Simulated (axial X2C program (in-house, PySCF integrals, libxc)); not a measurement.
## Spin–orbit effects along a row: molecules with Na, PBE0

All values come from calculations with an axial X2C code built on PySCF integrals, spin-free (one-electron X2C) or two-component (2c: spin–orbit coupling with atomic mean-field Coulomb and Gaunt terms, which also bring small scalar terms), in Dyall basis sets with cores contracted in-house; open shells are unrestricted.

Basis sets: Al dyall-v3z, Cl dyall-av3z, Na dyall-cv3z, Na dyall-v3z, P dyall-v3z, S dyall-av3z, Si dyall-v3z.

```tsv
molecule	spin-free state	Re (Å)	ωe (cm⁻¹)	De (eV)	2c state	Re 2c (Å)	ωe 2c (cm⁻¹)	De 2c (eV)
NaAl	M_S = 0, Λ = 0	3.143	190.5	0.70	Ω = 0	3.144	190.5	0.70
NaSi	M_S = 3/2, Λ = 0	2.700	256.7	1.43	Ω = 3/2	2.700	256.6	1.43
NaP	?	?	?	?	?	?	?	?
NaS	M_S = 1/2, Λ = 1	2.488	331.7	2.46	Ω = 3/2	2.488	331.6	2.48
NaCl	M_S = 0, Λ = 0	2.364	362.1	4.05	Ω = 0	2.364	362.0	4.04
```

Q: Estimate the 2c Re and ωe of NaP as the mean of its neighbours in the table.

A: Re ≈ 2.594 Å, ωe ≈ 294.1 cm⁻¹. The PBE0 runs give the row below, so the estimate misses by -0.059 Å and 12.0 cm⁻¹.

```tsv
molecule	spin-free state	Re (Å)	ωe (cm⁻¹)	De (eV)	2c state	Re 2c (Å)	ωe 2c (cm⁻¹)	De 2c (eV)
NaP	M_S = 1, Λ = 0	2.652	282.2	1.34	Ω = 1	2.653	282.1	1.34
```

Each entry is the lowest single determinant of a limited PBE0 search at one distance. De goes to single-determinant-based atoms at the same level (for ions the charge split of lowest energy) and is withheld (n/a) where an atom does not fit its ground term or J level. Main or longest-lived isotopes. One determinant is a doubtful description, or other states lie close, for NaAl, NaSi, NaP; these need not be ground states, and all values refer to the states named. Some open-shell Ω = 0 determinants are out of reach, so the Ω given for NaP need not be the lowest component. With several unpaired electrons the Ω given is that of one determinant, not necessarily of the lowest component. Some light 2c atoms are not at their ground J level, so De misses part of their lowering (0.04 eV or less). The functionals have no current term, which raises determinants with orbital currents.
